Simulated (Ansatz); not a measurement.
**CH5AlO (built from SMILES [CH3][AlH][OH]): a reaction path by the nudged elastic band**

Method: PBE0-D4/def2-SVP; program: Ansatz 0.2.0, Gaussian basis.

## Step 1: The system as given

The first end: 8 atoms, charge 0, spin multiplicity 1.

Atoms are counted from 1 here; the program's logs count them from 0.

Bond lengths: Al1–O2 1.700 Å, Al1–H3 1.581 Å, Al1–C4 1.949 Å, O2–H5 0.955 Å, C4–H6 1.093 Å, C4–H7 1.095 Å, C4–H8 1.094 Å. Angles: O2–Al1–H3 114.3°, O2–Al1–C4 121.2°, H3–Al1–C4 124.4°, Al1–O2–H5 123.7°, Al1–C4–H6 112.0°, Al1–C4–H7 110.9°, Al1–C4–H8 111.8°, H6–C4–H7 107.3°, H6–C4–H8 107.8°, H7–C4–H8 106.7°.

Coordinates:

```
Al   -0.2093   -0.7894   -0.3770
O     0.4447   -0.5894   -1.9330
H    -0.8968   -2.1922   -0.1350
C    -0.0836    0.6222    0.9613
H     0.8903    0.2044   -2.2235
H    -0.6814    0.3992    1.8489
H     0.9523    0.7576    1.2908
H    -0.4160    1.5877    0.5673
```

The second end:

```xyz
8
CH5AlO
Al   -0.96260   -1.08903    0.53354
O    -0.00418   -0.83536   -1.38779
H     0.11981   -1.59832   -1.96022
C    -0.10663    0.66820    1.01214
H     0.72999   -0.22164   -1.51555
H    -0.37977    1.01801    2.01320
H     0.99124    0.59309    0.99600
H    -0.38766    1.46517    0.30859
```

## Step 2: The band at PBE0-D4/def2-SVP

The input, neb/in.yaml:

```yaml
crystal:
  periodic: [false, false, false]
  atoms:
    - {symbol: Al, position_ang: [-0.209268, -0.789421, -0.376983]}
    - {symbol: O, position_ang: [0.444742, -0.589354, -1.933041]}
    - {symbol: H, position_ang: [-0.896815, -2.192235, -0.134954]}
    - {symbol: C, position_ang: [-0.083602, 0.622246, 0.961310]}
    - {symbol: H, position_ang: [0.890280, 0.204353, -2.223522]}
    - {symbol: H, position_ang: [-0.681414, 0.399225, 1.848935]}
    - {symbol: H, position_ang: [0.952311, 0.757562, 1.290832]}
    - {symbol: H, position_ang: [-0.416035, 1.587724, 0.567322]}
basis:
  gaussian: {orbitals: def2-SVP}
hamiltonian: {xc: pbe0, dispersion: d4}
neb:
  images: 5
  climbing: true
  max_iterations: 40
  initial_path: idpp
  final_atoms:
    - {symbol: Al, position_ang: [-0.962597, -1.089033, 0.533537]}
    - {symbol: O, position_ang: [-0.004180, -0.835364, -1.387795]}
    - {symbol: H, position_ang: [0.119810, -1.598321, -1.960218]}
    - {symbol: C, position_ang: [-0.106634, 0.668198, 1.012135]}
    - {symbol: H, position_ang: [0.729992, -0.221642, -1.515550]}
    - {symbol: H, position_ang: [-0.379773, 1.018005, 2.013204]}
    - {symbol: H, position_ang: [0.991244, 0.593088, 0.995997]}
    - {symbol: H, position_ang: [-0.387662, 1.465168, 0.308589]}
```

On the command line:

```sh
ansatz run in.yaml --threads 2 --pin off --events-out ev --progress --plain --max-ram 4352MiB
```

**Question.** How long does this run take on 2 threads of Arm Neoverse V1, shared host?

About 2.4 min.
